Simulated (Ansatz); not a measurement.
System: tetradymite Bi2Te3. Method: PBEsol (PAW; Ansatz, a quantum-chemistry and plane-wave program).

Numerical settings: plane-wave cutoff 520 eV, 10×10×10 k mesh, scalar-relativistic PAW data made under PBE.

Cell (measured lattice):

```
CELL_PARAMETERS angstrom
      2.19300     1.26613    10.16567
     -2.19300     1.26613    10.16567
      0.00000    -2.53226    10.16567
ATOMIC_POSITIONS crystal
  Bi 0.60041 0.60041 0.60041
  Bi 0.39959 0.39959 0.39959
  Te 0.00000 0.00000 0.00000
  Te 0.78941 0.78941 0.78941
  Te 0.21059 0.21059 0.21059
```

Question: What does this level give for the Young modulus, elastic constant C13, elastic constant C11, elastic constant C12, elastic constant C33, elastic constant C44 and elastic constant C66?

Answer: 
Young modulus: 51.0 GPa
elastic constant C13: 21.1 GPa
elastic constant C11: 70.2 GPa
elastic constant C12: 17.7 GPa
elastic constant C33: 37.0 GPa
elastic constant C44: 27.2 GPa
elastic constant C66: 26.2 GPa

Measured, for comparison: elastic constant C13 27.0 GPa, elastic constant C11 68.5 GPa, elastic constant C12 21.8 GPa, elastic constant C33 47.7 GPa, elastic constant C44 27.4 GPa, elastic constant C66 23.4 GPa (temperature not stated, not corrected to a static lattice; as tabulated in Oses et al. (2018), arXiv:1811.08464). Computed (rounded) less measured: elastic constant C13 -22 %, elastic constant C11 +2 %, elastic constant C12 -19 %, elastic constant C33 -22 %, elastic constant C44 -0.7 %, elastic constant C66 +12 %. A static lattice is as a rule a little smaller and stiffer than an uncorrected measurement, which narrows the difference in the elastic constant C11 and would widen misses of the other sign.

Note: the cell isn't this level's own, so it is under some stress, which shifts stiffness and frequencies.

Elastic constants are with the ions relaxed.

Spin–orbit coupling is not included; it can shift volumes and moduli of such heavy elements.

Static lattice: no zero-point or thermal effects.

Cost on a shared machine: about 40 core-minutes (a rough figure).
